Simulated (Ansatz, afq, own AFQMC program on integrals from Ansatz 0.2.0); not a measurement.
# SiH₃+ (singlet): AFQMC on the coupled-cluster ladder at distance Si1–H3 = 1.472 Å, cc-pVDZ, part 1 of 2

How near does AFQMC come to the top of the ladder for SiH₃+ (singlet)?

Computed with Ansatz 0.2.0, Gaussian basis, and an in-house AFQMC program (afq) on its integrals; all values are calculated. Level: cc-pVDZ, frozen cores.

To be run: Full CI; PBE (unrestricted); r2SCAN (unrestricted); PBE0 (unrestricted); B3LYP (unrestricted); wB97M-V (unrestricted); B2PLYP (unrestricted); CCSD(T) on RHF; Full CI; CCSDT(Q) on RHF; CCSDTQ on RHF; Phaseless AFQMC, CISD trial on RHF; Phaseless AFQMC, single-determinant trial on RHF; Free-projection AFQMC, CISD trial on RHF; UHF.

5 further runs of the same task are left out: 5 that didn't finish.

## (1) The system

The geometry derives from a PBE0/def2-TZVP stationary point (not a proven minimum). One bond is set to the value named and the two fragments are kept rigid.

4 atoms, charge 1, spin multiplicity 1.

Atoms are counted from 1 here; the program's logs count them from 0.

Bond lengths: Si1–H2 1.472 Å, Si1–H3 1.472 Å, Si1–H4 1.472 Å. Angles: H2–Si1–H3 120.0°, H2–Si1–H4 120.0°, H3–Si1–H4 120.0°.

## (2) Full CI

The input, in.yaml:

```yaml
crystal:
  periodic: [false, false, false]
  atoms:
    - {symbol: Si, position_ang: [0.000000, 0.000000, 0.000000]}
    - {symbol: H, position_ang: [1.471943, 0.014227, -0.000096]}
    - {symbol: H, position_ang: [-0.748293, 1.267623, -0.002905]}
    - {symbol: H, position_ang: [-0.723650, -1.281850, 0.003001]}
basis:
  gaussian: {orbitals: cc-pVDZ}
total_charge: 1
correlation: {method: fci, electrons: outside_noble_gas}
```

Run with:

```console
$ ansatz run in.yaml --threads 1 --pin off --events-out ev --progress --plain --max-ram 24576MiB --backend cuda --devices 0, --max-vram 18GiB
```

The program printed:

```text
Functional definition: HF
  name "HF"
  cite "Fock, Z. Phys. 61, 126 (1930) doi:10.1007/BF01340294"
  parent pbe
  exchange = exact_x
  correlation = 0
609 factors; integrals over basis functions are off by at most 2.0e-7 eV
mean field evaluation 1: about -7900.4195 eV, gradient 7.9e0 eV
mean field evaluation 2: about -7900.4193 eV, gradient 7.9e0 eV
mean field evaluation 4: about -7900.7370 eV, gradient 1.7e-1 eV
mean field evaluation 8: about -7900.7369 eV, gradient 2.2e-5 eV
mean field -7900.73692499 eV, -290.3467266815 hartree, gradient 3.0e-6 eV, S^2 0.000000; 0 other end points of the search recorded, 0 dependent functions left out
5 core orbitals not correlated: weight in the atoms' cores, before any rotation towards them, 1.000 or more for the frozen orbitals, at most 0.000 for the correlated occupied ones
reference -7900.73692499 eV, -290.3467266815 hartree; 3, 3 occupied and 25, 25 virtual orbitals, 609 factors
state -7903.74443681 eV, -290.4572507024 hartree
Total energy: -7903.74443681 eV, -290.4572507024 hartree
```

It took 19 s on 1 × NVIDIA H100 80GB HBM3 with 1 thread of AMD EPYC 7R13 (Zen 3), shared host; peak host memory 1.5 GiB.

From the report: 2,701,046 determinants, symmetry A1.

## (3) PBE (unrestricted)

in.yaml: that of step 2 with these lines changed.

```diff
@@ -10,2 +10,4 @@
 total_charge: 1
-correlation: {method: fci, electrons: outside_noble_gas}
+magnetization: {spin_polarized: true, initial_magnetization: 0}
+hamiltonian: {xc: {name: PBE}}
+output: {orbitals: {seedname: orbitals}}
```

Run with:

```console
$ ansatz run in.yaml --threads 1 --pin off --events-out ev --progress --plain --max-ram 8192MiB --backend cpu
```

The program printed:

```text
Functional definition: PBE
  name "PBE"
  cite "Perdew, Burke & Ernzerhof, Phys. Rev. Lett. 77, 3865 (1996) doi:10.1103/PhysRevLett.77.3865"
  parent pbe
  parameter kappa = 0.804
  parameter beta = 0.06672455060314922
  exchange = pbe_x(kappa = kappa, mu = beta*pi^2/3)
  correlation = pbe_c(beta = beta)
412 factors; their error is unknown
mean field evaluation 1: about -7911.3986 eV, gradient 8.4e0 eV
mean field evaluation 2: about -7911.9940 eV, gradient 2.2e0 eV
mean field evaluation 4: about -7912.0398 eV, gradient 1.2e-1 eV
mean field evaluation 8: about -7912.0324 eV, gradient 1.8e-3 eV
mean field -7912.03237439 eV, -290.7618267908 hartree, gradient 8.1e-7 eV, S^2 0.000000; 0 other end points of the search recorded, 0 dependent functions left out
reference -7912.03240147 eV, -290.7618277857 hartree; 8, 8 occupied and 25, 25 virtual orbitals, 412 factors
Total energy: -7912.03240147 eV, -290.7618277857 hartree
```

It took 0.49 s on 1 thread of AMD EPYC 7R13 (Zen 3), shared host; peak memory 1.5 GiB.

From the report: ⟨S²⟩ of the determinant 0.000 (pure singlet: 0.00).

## (4) r2SCAN (unrestricted)

in.yaml: that of step 3 with these lines changed.

```diff
@@ -11,3 +11,2 @@
 magnetization: {spin_polarized: true, initial_magnetization: 0}
-hamiltonian: {xc: {name: PBE}}
-output: {orbitals: {seedname: orbitals}}
+hamiltonian: {xc: {name: r2SCAN}}
```

Same command.

The program printed:

```text
Functional definition: r2SCAN
  name "r2SCAN"
  cite "Furness, Kaplan, Ning, Perdew & Sun, J. Phys. Chem. Lett. 11, 8208 (2020) doi:10.1021/acs.jpclett.0c02405"
  cite "Furness, Kaplan, Ning, Perdew & Sun, J. Phys. Chem. Lett. 11, 9248 (2020) doi:10.1021/acs.jpclett.0c03077"
  parent r2scan
  parameter k0 = 0.174
  parameter k1 = 0.065
  parameter a1 = 4.9479
  exchange = r2scan_x(k0 = k0, k1 = k1, a1 = a1)
  correlation = r2scan_c
412 factors; their error is unknown
mean field evaluation 1: about -7915.1638 eV, gradient 6.2e0 eV
mean field evaluation 2: about -7915.4830 eV, gradient 1.0e0 eV
mean field evaluation 4: about -7915.4895 eV, gradient 1.1e-1 eV
mean field evaluation 8: about -7915.4822 eV, gradient 1.0e-3 eV
mean field -7915.48222728 eV, -290.8886065460 hartree, gradient 8.3e-5 eV, S^2 0.000000; 0 other end points of the search recorded, 0 dependent functions left out
reference -7915.48223654 eV, -290.8886068864 hartree; 8, 8 occupied and 25, 25 virtual orbitals, 412 factors
Total energy: -7915.48223654 eV, -290.8886068864 hartree
```

It took 1 s on 1 thread of AMD EPYC 7R13 (Zen 3), shared host; peak memory 1.5 GiB.

From the report: ⟨S²⟩ of the determinant 0.000 (pure singlet: 0.00).

## (5) PBE0 (unrestricted)

in.yaml: that of step 4 with these lines changed.

```diff
@@ -11,2 +11,3 @@
 magnetization: {spin_polarized: true, initial_magnetization: 0}
-hamiltonian: {xc: {name: r2SCAN}}
+hamiltonian: {xc: {name: PBE0}}
+output: {orbitals: {seedname: orbitals}}
```

The command is unchanged.

The program printed:

```text
Functional definition: PBE0
  name "PBE0"
  cite "Adamo & Barone, J. Chem. Phys. 110, 6158 (1999) doi:10.1063/1.478522"
  cite "Perdew, Burke & Ernzerhof, Phys. Rev. Lett. 77, 3865 (1996) doi:10.1103/PhysRevLett.77.3865"
  parent pbe
  parameter a = 0.25
  parameter kappa = 0.804
  parameter beta = 0.06672455060314922
  exchange = (1 - a)*pbe_x(kappa = kappa, mu = beta*pi^2/3) + a*exact_x
  correlation = pbe_c(beta = beta)
311 factors; integrals over basis functions are off by at most 1.2e-3 eV
mean field evaluation 1: about -7912.7563 eV, gradient 5.3e0 eV
mean field evaluation 2: about -7912.9567 eV, gradient 6.0e-1 eV
mean field evaluation 4: about -7912.9565 eV, gradient 1.1e-1 eV
mean field evaluation 8: about -7912.9566 eV, gradient 3.4e-5 eV
mean field -7912.95661792 eV, -290.7957921140 hartree, gradient 3.4e-5 eV, S^2 0.000000; 0 other end points of the search recorded, 0 dependent functions left out
reference -7912.95663815 eV, -290.7957928575 hartree; 8, 8 occupied and 25, 25 virtual orbitals, 311 factors
Total energy: -7912.95663815 eV, -290.7957928575 hartree
```

Wall time 0.51 s (1 thread of AMD EPYC 7R13 (Zen 3), shared host); peak memory 1.5 GiB.

From the report: ⟨S²⟩ of the determinant 0.000 (pure singlet: 0.00).

## (6) B3LYP (unrestricted)

in.yaml: that of step 5 with these lines changed.

```diff
@@ -11,3 +11,2 @@
 magnetization: {spin_polarized: true, initial_magnetization: 0}
-hamiltonian: {xc: {name: PBE0}}
-output: {orbitals: {seedname: orbitals}}
+hamiltonian: {xc: {name: B3LYP}}
```

Same command.

The program printed, shortened:

```text
Functional definition: B3LYP
  name "B3LYP"
  cite "Stephens, Devlin, Chabalowski & Frisch, J. Phys. Chem. 98, 11623 (1994) doi:10.1021/j100096a001"
  cite "Becke, Phys. Rev. A 38, 3098 (1988) doi:10.1103/PhysRevA.38.3098"
  cite "Lee, Yang & Parr, Phys. Rev. B 37, 785 (1988) doi:10.1103/PhysRevB.37.785"
  cite "Vosko, Wilk & Nusair, Can. J. Phys. 58, 1200 (1980) doi:10.1139/p80-159"
[...]
311 factors; integrals over basis functions are off by at most 1.2e-3 eV
[...]
mean field -7917.10946961 eV, -290.9484065986 hartree, gradient 9.6e-6 eV, S^2 0.000000; 0 other end points of the search recorded, 0 dependent functions left out
reference -7917.10964994 eV, -290.9484132257 hartree; 8, 8 occupied and 25, 25 virtual orbitals, 311 factors
Total energy: -7917.10964994 eV, -290.9484132257 hartree
```

Wall time 0.52 s (1 thread of AMD EPYC 7R13 (Zen 3), shared host); peak memory 1.5 GiB.

From the report: ⟨S²⟩ of the determinant 0.000 (pure singlet: 0.00).

## (7) wB97M-V (unrestricted)

in.yaml: that of step 6 with these lines changed.

```diff
@@ -11,2 +11,3 @@
 magnetization: {spin_polarized: true, initial_magnetization: 0}
-hamiltonian: {xc: {name: B3LYP}}
+hamiltonian: {xc: {name: wB97M-V}}
+output: {orbitals: {seedname: orbitals}}
```

Launched as before.

The program printed, shortened:

```text
Functional definition: wB97M-V
  name "wB97M-V"
  cite "Mardirossian & Head-Gordon, J. Chem. Phys. 144, 214110 (2016) doi:10.1063/1.4952647"
  cite "Becke, J. Chem. Phys. 107, 8554 (1997) doi:10.1063/1.475007"
  cite "Vydrov & Van Voorhis, J. Chem. Phys. 133, 244103 (2010) doi:10.1063/1.3521275"
  # Of w^i u^j: cxij and so on, Table III.
[...]
  gx(w, u) = 1 - cx + cx01*u + cx10*w
  gss(w, u) = css00 + css04*u^4 + css10*w + css20*w^2 + css43*w^4*u^3
  gos(w, u) = cos00 + cos10*w + (cos20 + cos21*u)*w^2 + (cos60 + cos61*u)*w^6
[...]
      + integral(e_c_pw_mod_opposite_spin*gos(b97_w_opposite, b97_u_opposite)) + vv10(b, c)
311 factors; integrals over basis functions are off by at most 1.2e-3 eV
123 factors; integrals over basis functions are off by at most 7.3e-6 eV
[...]
mean field -7915.56178027 eV, -290.8915300645 hartree, gradient 3.6e-5 eV, S^2 0.000000; 0 other end points of the search recorded, 0 dependent functions left out
reference -7915.56181291 eV, -290.8915312639 hartree; 8, 8 occupied and 25, 25 virtual orbitals, 311 factors
Total energy: -7915.56181291 eV, -290.8915312639 hartree
```

Run time: 1.6 s. Hardware: 1 thread of AMD EPYC 7R13 (Zen 3), shared host; peak memory 1.5 GiB.

From the report: ⟨S²⟩ of the determinant 0.000 (pure singlet: 0.00).

## (8) B2PLYP (unrestricted)

in.yaml: that of step 7 with these lines changed.

```diff
@@ -11,3 +11,3 @@
 magnetization: {spin_polarized: true, initial_magnetization: 0}
-hamiltonian: {xc: {name: wB97M-V}}
-output: {orbitals: {seedname: orbitals}}
+hamiltonian: {xc: {name: B2PLYP}}
+correlation: {electrons: outside_noble_gas}
```

Launched as before.

The program printed, shortened:

```text
Functional definition: B2PLYP
  name "B2PLYP"
  cite "Grimme, J. Chem. Phys. 124, 034108 (2006) doi:10.1063/1.2148954"
  cite "Becke, Phys. Rev. A 38, 3098 (1988) doi:10.1103/PhysRevA.38.3098"
  cite "Lee, Yang & Parr, Phys. Rev. B 37, 785 (1988) doi:10.1103/PhysRevB.37.785"
[...]
311 factors; integrals over basis functions are off by at most 1.2e-3 eV
[...]
mean field -7912.19395017 eV, -290.7677645912 hartree, gradient 2.4e-6 eV, S^2 0.000000; 0 other end points of the search recorded, 0 dependent functions left out
5 core orbitals not correlated: weight in the atoms' cores, before any rotation towards them, 1.000 or more for the frozen orbitals, at most 0.000 for the correlated occupied ones
reference -7912.19406487 eV, -290.7677688061 hartree; 3, 3 occupied and 25, 25 virtual orbitals, 311 factors
second order -2.83013169 eV of doubles, -0.00000000 eV of singles
Total energy: -7912.95820042 eV, -290.7958502699 hartree
```

Run time: 0.54 s. Hardware: 1 thread of AMD EPYC 7R13 (Zen 3), shared host; peak memory 1.5 GiB.

From the report: ⟨S²⟩ of the determinant 0.000 (pure singlet: 0.00).

## (9) CCSD(T) on RHF

in.yaml: that of step 8 with these lines changed.

```diff
@@ -10,4 +10,3 @@
 total_charge: 1
-magnetization: {spin_polarized: true, initial_magnetization: 0}
-hamiltonian: {xc: {name: B2PLYP}}
-correlation: {electrons: outside_noble_gas}
+magnetization: {spin_polarized: false}
+correlation: {method: ccsd_t, electrons: outside_noble_gas, hamiltonian_folder: ham}
```

Run with:

```console
$ ansatz run in.yaml --threads 1 --pin off --events-out ev --progress --plain --max-ram 24576MiB --backend cuda --devices 0, --max-vram 18GiB
```

The program printed, shortened:

```text
Functional definition: HF
  name "HF"
  cite "Fock, Z. Phys. 61, 126 (1930) doi:10.1007/BF01340294"
  parent pbe
[...]
311 factors; integrals over basis functions are off by at most 1.2e-3 eV
[...]
mean field -7900.73690624 eV, -290.3467259926 hartree, gradient 4.1e-7 eV, S^2 0.000000; 0 other end points of the search recorded, 0 dependent functions left out
5 core orbitals not correlated: weight in the atoms' cores, before any rotation towards them, 1.000 or more for the frozen orbitals, at most 0.000 for the correlated occupied ones
reference -7900.73690624 eV, -290.3467259926 hartree; 3, 3 occupied and 25, 25 virtual orbitals, 311 factors
second order -2.27569038 eV of doubles, -0.00000000 eV of singles
cycle   1  -2.76450796 eV  change   -4.9e-1 eV  update   4.9e-2
[...]
cycle   8  -2.95182633 eV  change    3.3e-6 eV  update   3.4e-6
perturbative correction -0.04178692 eV, -0.0015356411 hartree
Total energy: -7903.73051950 eV, -290.4567392505 hartree
```

Run time: 13 s. Hardware: 1 × NVIDIA H100 80GB HBM3 with 1 thread of AMD EPYC 7R13 (Zen 3), shared host; peak host memory 1.5 GiB.

From the report: correlation -2.9936 eV; T1 0.009; largest double amplitude 0.05.

This run also writes the integrals to the folder ham.

## (10) Full CI

The input, in.yaml:

```yaml
hamiltonian:
  integrals:
    folder: ../ham
correlation: {method: fci}
```

The command is unchanged.

The program printed:

```text
Functional definition: HF
  name "HF"
  cite "Fock, Z. Phys. 61, 126 (1930) doi:10.1007/BF01340294"
  parent pbe
  exchange = exact_x
  correlation = 0
reference -7900.73690624 eV, -290.3467259926 hartree; 3, 3 occupied and 25, 25 virtual orbitals, 311 factors
state -7903.74443102 eV, -290.4572504895 hartree
Total energy: -7903.74443102 eV, -290.4572504895 hartree
```

Wall time 35 s (1 × NVIDIA H100 80GB HBM3 with 1 thread of AMD EPYC 7R13 (Zen 3), shared host); peak host memory 1.5 GiB.

From the report: 2,701,046 determinants.

## (11) CCSDT(Q) on RHF

The input, in.yaml:

```yaml
crystal:
  periodic: [false, false, false]
  atoms:
    - {symbol: Si, position_ang: [0.000000, 0.000000, 0.000000]}
    - {symbol: H, position_ang: [1.471943, 0.014227, -0.000096]}
    - {symbol: H, position_ang: [-0.748293, 1.267623, -0.002905]}
    - {symbol: H, position_ang: [-0.723650, -1.281850, 0.003001]}
basis:
  gaussian: {orbitals: cc-pVDZ}
total_charge: 1
magnetization: {spin_polarized: false}
correlation: {method: ccsdt_q, electrons: outside_noble_gas}
```

Launched as before.

The program printed, shortened:

```text
Functional definition: HF
  name "HF"
  cite "Fock, Z. Phys. 61, 126 (1930) doi:10.1007/BF01340294"
  parent pbe
[...]
609 factors; integrals over basis functions are off by at most 2.0e-7 eV
[...]
mean field -7900.73692499 eV, -290.3467266815 hartree, gradient 3.0e-6 eV, S^2 0.000000; 0 other end points of the search recorded, 0 dependent functions left out
5 core orbitals not correlated: weight in the atoms' cores, before any rotation towards them, 1.000 or more for the frozen orbitals, at most 0.000 for the correlated occupied ones
reference -7900.73692499 eV, -290.3467266815 hartree; 3, 3 occupied and 25, 25 virtual orbitals, 609 factors
second order -2.27572805 eV of doubles, -0.00000000 eV of singles
cycle   1  -2.76450261 eV  change   -4.9e-1 eV  update   5.2e-2
[...]
cycle  10  -3.00621422 eV  change   -5.1e-7 eV  update   6.5e-7
perturbative correction -0.00101911 eV, -0.0000374517 hartree
Total energy: -7903.74415832 eV, -290.4572404682 hartree
```

Wall time 17 s (1 × NVIDIA H100 80GB HBM3 with 1 thread of AMD EPYC 7R13 (Zen 3), shared host); peak host memory 1.5 GiB.

From the report: correlation -3.0072 eV; T1 0.009; largest double amplitude 0.05.

## (12) CCSDTQ on RHF

in.yaml: that of step 11 with these lines changed.

```diff
@@ -11,2 +11,2 @@
 magnetization: {spin_polarized: false}
-correlation: {method: ccsdt_q, electrons: outside_noble_gas}
+correlation: {method: ccsdtq, electrons: outside_noble_gas}
```

Launched as before.

The program printed, shortened:

```text
Functional definition: HF
  name "HF"
  cite "Fock, Z. Phys. 61, 126 (1930) doi:10.1007/BF01340294"
  parent pbe
[...]
609 factors; integrals over basis functions are off by at most 2.0e-7 eV
[...]
mean field -7900.73692499 eV, -290.3467266815 hartree, gradient 3.0e-6 eV, S^2 0.000000; 0 other end points of the search recorded, 0 dependent functions left out
5 core orbitals not correlated: weight in the atoms' cores, before any rotation towards them, 1.000 or more for the frozen orbitals, at most 0.000 for the correlated occupied ones
reference -7900.73692499 eV, -290.3467266815 hartree; 3, 3 occupied and 25, 25 virtual orbitals, 609 factors
second order -2.27572805 eV of doubles, -0.00000000 eV of singles
cycle   1  -2.76450261 eV  change   -4.9e-1 eV  update   5.2e-2
[...]
cycle  12  -3.00752973 eV  change   -1.7e-7 eV  update   2.6e-7
Total energy: -7903.74445472 eV, -290.4572513605 hartree
```

Wall time 49 s (1 × NVIDIA H100 80GB HBM3 with 1 thread of AMD EPYC 7R13 (Zen 3), shared host); peak host memory 1.5 GiB.

From the report: correlation -3.0075 eV; T1 0.009; largest double amplitude 0.05.

## (13) Phaseless AFQMC, CISD trial on RHF

It reads the integrals that the CCSD(T) run on this determinant wrote.

Run with:

```console
$ afq ham --method phaseless --trial cisd --walkers 4000 --populations 20 --least-time 60 --time-step 0.005 --steps-per-block 50 --equilibration-blocks 28 --max-blocks 4000 --target-error 0.00015 --factor-cut 1e-05 --seed 4178 --release-times 0.24,0.51,0.99,1.62,2.4 --release-step 0.03 --release-every 3 --taylor-order 6
```

The program printed:

```text
orbitals 28  electrons 3 3  factors 202 of 311
reference energy -290.34672599 Eh
CCSD correlation -0.10847745 Eh in 9 cycles, weight of the determinant in the CISD state 0.9382
energy of the start -290.455201 Eh
 block  time / (1/Eh)  mean weight  energy / Eh
     1     0.250  1.0001  -290.454599
     2     0.500  0.9998  -290.454864
     3     0.750  0.9998  -290.455311
     4     1.000  0.9999  -290.455690
     5     1.250  1.0001  -290.456053
     6     1.500  0.9999  -290.456317
     7     1.750  1.0000  -290.456545
     8     2.000  0.9998  -290.456726
     9     2.250  1.0000  -290.456713
    10     2.500  0.9999  -290.456838
    11     2.750  1.0000  -290.456873
    12     3.000  1.0000  -290.456883
    13     3.250  1.0001  -290.457065
    14     3.500  1.0001  -290.457126
    15     3.750  0.9999  -290.457011
    16     4.000  0.9999  -290.457200
    17     4.250  1.0000  -290.457290
    18     4.500  1.0001  -290.457188
    19     4.750  1.0001  -290.456986
    20     5.000  1.0000  -290.457059
    21     5.250  0.9999  -290.457038
    22     5.500  0.9999  -290.457042
    23     5.750  1.0000  -290.457155
    24     6.000  0.9999  -290.457324
    25     6.250  0.9999  -290.457300
    26     6.500  0.9999  -290.457244
    27     6.750  0.9999  -290.457152
    28     7.000  1.0001  -290.457247
    29     7.250  0.9999  -290.457157
    30     7.500  0.9999  -290.457249
    31     7.750  0.9999  -290.457187
    32     8.000  1.0000  -290.457260
    33     8.250  1.0000  -290.457344
    34     8.500  1.0001  -290.457235
    35     8.750  1.0000  -290.457305
    36     9.000  1.0001  -290.457424
    37     9.250  1.0003  -290.457444
    38     9.500  1.0002  -290.457438
    39     9.750  1.0001  -290.457523
    40    10.000  1.0001  -290.457569
    41    10.250  0.9999  -290.457522
    42    10.500  1.0000  -290.457421
    43    10.750  1.0000  -290.457300
    44    11.000  1.0000  -290.457275
    45    11.250  1.0002  -290.457260
    46    11.500  0.9998  -290.457271
    47    11.750  1.0000  -290.457420
    48    12.000  1.0000  -290.457318
    49    12.250  1.0001  -290.457467
    50    12.500  1.0000  -290.457447
    51    12.750  1.0002  -290.457378
    52    13.000  0.9999  -290.457238
    53    13.250  1.0001  -290.457246
    54    13.500  0.9998  -290.457203
    55    13.750  0.9999  -290.457314
    56    14.000  1.0000  -290.457208
    57    14.250  0.9999  -290.457209
    58    14.500  1.0003  -290.457278
    59    14.750  0.9998  -290.457183
    60    15.000  1.0001  -290.457286
    61    15.250  0.9998  -290.457177
    62    15.500  1.0000  -290.457338
    63    15.750  1.0002  -290.457211
    64    16.000  1.0001  -290.457193
    65    16.250  1.0002  -290.457218
    66    16.500  0.9999  -290.457231
    67    16.750  1.0001  -290.457203
    68    17.000  1.0000  -290.457201
    69    17.250  1.0000  -290.457117
    70    17.500  0.9998  -290.457146
    71    17.750  1.0002  -290.457169
    72    18.000  0.9999  -290.456907
    73    18.250  0.9999  -290.457052
    74    18.500  0.9999  -290.457131
    75    18.750  1.0002  -290.457176
    76    19.000  0.9999  -290.457192
    77    19.250  0.9999  -290.457193
    78    19.500  1.0002  -290.457058
error from the spread of 20 populations
released: time / (1/Eh)  energy / Eh  error  mean overlap
  0.24  -290.457268  0.000032  0.9998
  0.51  -290.457245  0.000018  1.0002
  0.99  -290.457231  0.000021  1.0001
  1.62  -290.457241  0.000023  1.0008
  2.40  -290.457254  0.000026  1.0013
energy -290.457266 +/- 0.000030 Eh
```

Run time: 24 s. Hardware: 1 × NVIDIA H100 80GB HBM3 with 2 threads of AMD EPYC 7R13 (Zen 3), shared host; peak host memory 1.5 GiB.

Energy -7903.7449 ± 0.0008 eV. Caveats: constraint bias not in the error.

(Continued in part 2 of 2.)
